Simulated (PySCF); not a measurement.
**Working out the ionisation energy of B**

B [He] 2s2 2p1 (2P) → B⁺ [He] 2s2 (1S). All numbers are calculated (PySCF 2.14, the non-relativistic Hamiltonian (point nucleus), in dyall-av2z (11s7p2d, 42 functions)). Frozen: 1s2; the 8 highest virtual orbitals dropped. Energies in hartree (1 hartree = 27.21139 eV):

```
             part   B (lower)  B⁺ (upper)
              UHF  -24.532212  -24.236508
MP2 opposite-spin   -0.037707   -0.035346
    MP2 same-spin   -0.002955    0.000000
```

Q: What does Hartree-Fock give?

A: (-24.236508) − (-24.532212) = 0.295704 hartree = 8.047 eV.

Q: What do MP2 and SCS-MP2 (6/5 opposite-spin, 1/3 same-spin) give?

A: The opposite-spin parts differ by 0.064 eV and the same-spin parts by 0.080 eV. MP2: 8.047 + (0.064) + (0.080) = 8.191 eV. SCS-MP2: 8.047 + 1.2 × (0.064) + (0.080)/3 = 8.150 eV.

Measured between the centres of the two terms (NIST): 8.297 eV, so MP2 (valence) is off by -0.106 eV.

A double-zeta basis recovers only part of the correlation energy.

What remains against the reference includes basis incompleteness, the frozen core and correlation beyond second order.
